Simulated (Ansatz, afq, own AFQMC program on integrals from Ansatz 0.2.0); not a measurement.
## AFQMC, coupled cluster and functionals along a coordinate of SiH4 + Br, doublet

```xyz
6

Si   -2.4509    0.0000    0.0000
H    -2.9457    1.3997    0.0000
H    -2.9457   -0.6999    1.2122
H    -2.9457   -0.6999   -1.2122
H    -0.9663    0.0000    0.0000
Br    0.9851    0.0000    0.0000
```

A hydrogen atom is moved from one rigid fragment to the other; the Si1–H5 distance tells how far. The two fragments are held close together, so this isn't a minimum-energy path and the start is a compressed complex. Energies in eV count from this geometry (1.485 Å) at the same level; the start stands on UHF, each point on the determinant named.

Basis cc-pVTZ. Noble-gas cores (and the filled d shells of Ga–Kr and In–Xe) are frozen. Integrals, coupled cluster, full CI and functionals: Ansatz 0.2.0; the random walks run on the same integrals in our own AFQMC program. ph-AFQMC/CISD is guided by a CISD state made of CCSD amplitudes; releasing the constraint for a short imaginary time cuts its bias at the price of noise, slowly where states lie close. ± is one standard error of the sampling. No spin–orbit coupling.

Cautions, each for one point or more: inner d shell frozen; no relativity below Rb; no spin-orbit coupling.

```
r(Si1–H5) / Å  det.     T1  weight  ⟨S²⟩  r2SCAN   B3LYP  CCSD(T)
        1.605   UHF  0.014    0.85  0.77  -0.052  -0.012    0.026
        1.665   UHF  0.014    0.85  0.78  -0.045   0.016    0.066
        1.725   UHF  0.014    0.85  0.78  -0.033   0.050    0.105
        1.786   UHF  0.014    0.85  0.78  -0.021   0.083    0.133
```

Q: Estimate the curve of phaseless AFQMC with a CISD trial, counted from the same start.

A: 
```
r(Si1–H5) / Å  det.     T1  weight  ⟨S²⟩  ph-AFQMC/CISD  released AFQMC
        1.605   UHF  0.014    0.85  0.77  0.029 ± 0.008   0.017 ± 0.012
        1.665   UHF  0.014    0.85  0.78  0.063 ± 0.011               –
        1.725   UHF  0.014    0.85  0.78  0.102 ± 0.012   0.091 ± 0.021
        1.786   UHF  0.014    0.85  0.78  0.127 ± 0.008   0.133 ± 0.015
```

Weight is that of the determinant in the CISD state; at the start T1 is 0.013 and the weight 0.85, and ⟨S²⟩ is 0.76. A dash marks a missing value, a released energy that hasn't settled or a functional that sits on another state. Largest departures from phaseless AFQMC with a CISD trial: CCSD(T) 0.006 eV at 1.786 (on UHF) (within the noise), released AFQMC -0.012 eV at 1.605 (on UHF) (within the noise), r2SCAN -0.147 eV at 1.786, B3LYP -0.051 eV at 1.725. The walk's constraint bias lies outside its error bars, so these are departures and not errors. Functionals count only at points shown to share the start's state and spin.

A walk keeps the symmetry of its determinant, which the program's search chose and which needn't be the lowest solution, so a lower state of the same spin and another symmetry isn't excluded. Released energies are given only where the last usable release times agree within the noise; a slower fall can still hide under it.
